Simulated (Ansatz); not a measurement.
Cost and result for the atomization energy of C5H10O, SMILES `C1CCOCC1` (16 atoms, 16 bonds).

Z-matrix (Å, degrees):
```
C
C 1 1.523
C 1 1.523 2 109.9
H 1 1.097 2 109.2 3 -119.7
H 1 1.093 2 110.9 3 123.0
C 2 1.518 1 110.1 3 51.8
H 2 1.095 1 109.8 3 -67.9
H 2 1.094 1 111.1 3 173.5
C 3 1.518 1 110.1 2 -51.8
H 3 1.095 1 109.8 2 67.9
H 3 1.094 1 111.1 2 -173.5
O 6 1.409 2 111.9 1 -56.0
H 6 1.092 2 111.4 1 -174.9
H 6 1.103 2 109.7 1 65.8
H 9 1.103 3 109.7 1 -65.8
H 9 1.092 3 111.4 1 174.9
```

The species carries charge 0 and has multiplicity 1. The structure was optimised at the PBE0-D4/def2-TZVP level. Program: Ansatz. All runs use 2 threads of an AMD EPYC 7R13 on a shared host and a share of an NVIDIA H100 80 GB. Times are those of one run each, without the atoms' runs, and a repeat can differ threefold. Electronic energies, without spin–orbit coupling; frozen cores. CCSD(T)/CBS adds CCSD(T) − MP2 in def2-TZVPP to the MP2 limit, and its time is that of the two runs behind it. T1 = 0.010. B3LYP takes the VWN-RPA correlation (the form of Gaussian; ORCA's B3LYP/G).

CCSD(T)/CBS is a level of theory with its own doubt, some kJ/mol a heavy atom from the limit and from the frozen cores, so smaller differences don't rank the functionals.

```
                             level  functions  wall time  atomization (kcal/mol)  difference from CCSD(T)/CBS  per bond
   PBE-D4/def2-TZVPP (with forces)        326       12 s                  1596.1                         35.9       2.2
 B3LYP-D4/def2-TZVPP (with forces)        326       12 s                  1559.8                         -0.4       0.0
                ωB97X-V/def2-TZVPP        326       12 s                  1564.5                          4.3       0.3
r2SCAN-D4/def2-TZVPP (with forces)        326       12 s                  1565.0                          4.8       0.3
                 B2PLYP/def2-TZVPP        326       15 s                  1544.9                        -15.3      -1.0
  ωB97M-V/def2-TZVPP (with forces)        326       15 s                  1565.4                          5.2       0.3
                PBE0-D4/def2-TZVPP        326       15 s                  1573.9                         13.7       0.9
                    MP2/def2-QZVPP        642       16 s                  1568.1                          7.9       0.5
                CCSD(T)/def2-TZVPP        326       18 s                  1526.1                        -34.1      -2.1
                 CCSD(T)/CBS(def2)          –       34 s                  1560.2                          0.0       0.0
```

In def2-TZVPP, CCSD(T) changes the Hartree–Fock value by +367.7 kcal/mol (the triples alone add +20.7 kcal/mol) and MP2 by +389.7 kcal/mol; breaking electron pairs costs correlation energy, which Hartree–Fock lacks. From PBE to PBE0 (25 % exact exchange), in def2-TZVPP and without D4, the atomization energy moves by −20.9 kcal/mol: exact exchange takes away binding that semilocal exchange gives to molecules. The D4 term adds +12.5 kcal/mol with B3LYP and +6.6 kcal/mol with PBE0; it sums over pairs of atoms, weighted by their polarisabilities, and B3LYP, whose exchange is more repulsive, gets the larger term.
